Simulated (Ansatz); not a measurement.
Basis-set extrapolation for BH5SSi, SMILES `BS[SiH3]` (PBE0-D4/def2-TZVP geometry, frozen core, the Gaussian-basis code of Ansatz). Multiplicity 1, RHF reference.

|  | def2-TZVPP | def2-QZVPP |
| --- | --- | --- |
| HF | -714.123340 | -714.144846 |
| MP2 correlation | -0.408813 | -0.440422 |
| CCSD(T) correlation | -0.477717 | not run |

Energies in hartree. Use E(X) = E(∞) + A·exp(−7.88·√X) for Hartree–Fock and E(X) = E(∞) + B·X^(−2.97) for correlation, with X = 3 and 4, and add CCSD(T) minus MP2 of the smaller set to the MP2 limit.

What is the CCSD(T) energy at the basis-set limit?

HF limit: -714.144846 + (-0.021506) × 0.13774 = -714.14781. MP2 limit: -0.440422 + (-0.031609) × 0.74074 = -0.46384. Higher-order term: -0.477717 − (-0.408813) = -0.06890. Total: -714.68055 hartree, 2.16 eV below CCSD(T)/def2-TZVPP.
